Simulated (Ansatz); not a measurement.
Input for Ansatz (development build ahead of 0.2.0):

```yaml
crystal:
  periodic: [false, false, false]
  atoms:
    - { symbol: Mg, position_ang: [0.0, 0.0, 0.0] }
    - { symbol: H, position_ang: [0.0, 1.3182, 1.0115] }
    - { symbol: "N", position_ang: [0.0, -1.6247, 1.2467] }
basis:
  gaussian: { orbitals: pcseg-2 }
magnetization:
  spin_polarized: true
  initial_magnetization: 2
hamiltonian:
  xc: pbe0
```

The input is written out in the form of the current development build from the run's settings.

Results

```json
{
  "Converged": "yes",
  "Total energy": "-255.11438 hartree",
  "Spin squared of the determinant": "2.044",
  "Stability test": "minimum"
}
```

Caution: other spin multiplicities may lie lower.
